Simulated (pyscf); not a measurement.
Thermochemistry of product channels of H₃C–InH–CH₃ on the singlet surface, in eV, from CCSD(T)/def2-TZVPP + ΔMP2(QZVPP) energies (ideal gas, 1 atm, RRHO with modes under 100 cm⁻¹ raised to 100, one conformer, R ln 2 for chiral ones without a mode under 150 cm⁻¹). PySCF, gas phase, ωB97X-D3(BJ)/def2-SVP geometries. Correlated levels are frozen-core, on RHF or UHF. ΔMP2 is the change of the MP2 total energy from the triple- to the quadruple-zeta basis.

| products | ΔE | ΔH(298 K) | ΔG(298 K) | ΔG(1200 K) |
|---|---|---|---|---|
| ethane (H₃C–CH₃) + InH [singlet] | +0.01 | +0.06 | -0.25 | -1.02 |
| H₃C–CH₂–InH₂ | +0.42 | +0.39 | +0.43 | +0.58 |

These are energies of the channels, which say nothing of barriers. The CCSD(T) − MP2 part came from Ansatz, without density fitting, on the same reference. The frozen core leaves the outer d or s,p core shells of the metals and heavy elements correlated in the MP2 and CC values, and def2-TZVPP describes them poorly, which can shift differences by a few kcal/mol. Elements past Kr carry the def2 core potentials, without spin-orbit coupling.
